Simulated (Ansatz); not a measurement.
System: hcp Dy. Method: PBE-D3(BJ) (Ansatz, a first-principles code, plane waves, PAW).

Numerical settings: plane-wave cutoff 500 eV, 24×24×14 k mesh (along the axes of the cell as run), Fermi–Dirac smearing 0.1 eV, spin-polarised with parallel moments, scalar-relativistic PAW data made under PBE.

Computed at the level's own relaxed cell.

Task: Estimate the equilibrium volume per atom, lattice parameter a, lattice parameter c and magnetic moment per atom (the cell's total over its atoms) that the calculation returns.

Result: 
* **equilibrium volume per atom**: 31.28 Å³/atom
* **lattice parameter a**: 3.551 Å
* **lattice parameter c**: 5.730 Å
* **magnetic moment per atom (the cell's total over its atoms)**: 4.82 μB

Measured, for comparison: equilibrium volume per atom 31.56 Å³/atom (room temperature, not corrected to a static lattice; as tabulated in Söderlind et al. (2014), doi:10.1088/0953-8984/26/41/416001); lattice constant a 3.592 Å, lattice parameter c 5.650 Å (293 K, not corrected to a static lattice; as tabulated in Wikipedia's data pages). Computed (rounded) less measured: equilibrium volume per atom -0.9 %, lattice constant a -1.1 %, lattice parameter c +1.4 %. A static lattice is as a rule a little smaller and stiffer than an uncorrected measurement, which narrows the difference in the equilibrium volume per atom, lattice constant a and would widen misses of the other sign.

Note: the 4f shell is treated without U or exact exchange, so its levels and filling can be wrong; the collinear magnetic order is the start's and need not be the measured one.

Moments are spin moments.

Spin–orbit coupling is not included.

The computed numbers hold no vibrational or temperature effects.
